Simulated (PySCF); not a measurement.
# BH6O−, a complex of two parts: interaction energy

What interaction energy should one expect for `[BH4-]` with `O`?

Computed with PySCF 2.14.0; each step states its level. No surroundings beyond the atoms listed, unless a continuum is named. Atoms count from 0, parts from 1.

## 1. The system as given

8 atoms, charge -1, multiplicity 1; geometry: GFN2-xTB. Parts: 1 = atoms 0–4, `[BH4-]`, charge -1; 2 = atoms 5–7, `O`, charge 0.

## 2. Relaxing the molecule at PBE0-D3(BJ)/def2-SVPD

What the job is given:

```
{"job": {"xc": "PBE0", "basis": "def2-SVPD", "d3": "d3bj", "grid": 2, "kind": "geom"}, "charge": -1, "multiplicity": 1, "parts": [{"atoms": "0-4", "charge": -1, "multiplicity": 1}, {"atoms": "5-7", "charge": 0, "multiplicity": 1}]}
B      0.007438    -0.025240     0.171110
H      1.125642    -0.527504     0.223345
H     -0.763771    -0.644357     0.914381
H     -0.411739    -0.089438    -0.972631
H      0.063627     1.146291     0.524168
O      0.763803    -0.365991     3.260325
H      1.518084     0.075158     2.862748
H      0.179146    -0.477960     2.488776
```

Command:

```console
> OMP_NUM_THREADS=1 python cluster_run.py task.json out
```

One launch serves the whole session: the jobs run in the order shown.

**Question.** The jobs that follow are: CCSD(T)/aug-cc-pVDZ and MP2/aug-cc-pVTZ counterpoise interaction energy, frozen core, gas phase. Predict: point group; rotational constants (main isotopes); interaction energy, CCSD(T) limit estimate; MP2/aug-cc-pVTZ; T1 diagnostic.

**Answer**, as computed:

| quantity | value |
| --- | --- |
| point group | C1 |
| rotational constants (main isotopes) | 96.76, 6.12, 6.04 GHz |
| interaction energy, CCSD(T) limit estimate | -13.60 kcal/mol |
| MP2/aug-cc-pVTZ | -13.43 kcal/mol |
| T1 diagnostic | 0.0120 |

**Reading.** The optimisation took 3 steps and gained 0.027 eV; among the close pairs (by a distance rule), B0–H3 changed most, from 1.220 to 1.241 Å. The interaction energy leaves out the deformation of the parts, 0.48 kcal/mol (MP2); added to the CCSD(T) estimate it gives a binding of about -13.13 kcal/mol. The estimate adds CCSD(T) less MP2 in the small basis (+0.10 kcal/mol) to extrapolated MP2. Hartree-Fock gives -10.62 against -13.60 kcal/mol.
